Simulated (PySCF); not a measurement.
Process, species as SMILES: F[C]F (closed-shell singlet) + 3 [H][H] (H2) → C (CH4) + 2 F (HF)
B3LYP-D3(BJ)/def2-TZVP geometries, fixed; electronic energies without zero-point terms.

How fast the energy of full hydrogenation converges with the basis for several methods (PySCF): deviation from each method's own reference, in kcal/mol. References: B3LYP -113.28 kcal/mol, the value in def2-QZVPPD; HF -111.62 kcal/mol, the value in def2-QZVPPD; PBE -113.79 kcal/mol, the value in def2-QZVPPD. All functions are spherical. Density fitting with generated auxiliary sets. No added dispersion term, no relativity. 

| basis | functions | B3LYP | HF | PBE |
|---|---|---|---|---|
| cc-pVDZ | 42 | ? | -0.23 | 15.83 |
| aug-pcseg-1 | 69 | ? | -1.80 | 0.06 |
| cc-pVTZ | 90 | ? | 1.46 | 5.97 |
| pcseg-2 | 90 | ? | -0.43 | 0.57 |
| def2-TZVP | 93 | ? | 2.59 | 5.66 |
| 6-311++G(3df,3pd) | 117 | ? | -0.18 | 0.07 |
| aug-cc-pVTZ | 138 | ? | -0.08 | 0.02 |
| cc-pVQZ | 175 | ? | 0.61 | 2.52 |

**Question.** Fill in the missing entries.

**Answer.** 
- cc-pVDZ, B3LYP: 13.28
- aug-pcseg-1, B3LYP: -0.52
- cc-pVTZ, B3LYP: 5.02
- pcseg-2, B3LYP: 0.03
- def2-TZVP, B3LYP: 4.91
- 6-311++G(3df,3pd), B3LYP: -0.10
- aug-cc-pVTZ, B3LYP: 0.02
- cc-pVQZ, B3LYP: 2.02

Mean absolute deviation over cc-pVTZ, pcseg-2, def2-TZVP, 6-311++G(3df,3pd), aug-cc-pVTZ: HF 0.95, B3LYP 2.01, PBE 2.46 kcal/mol.
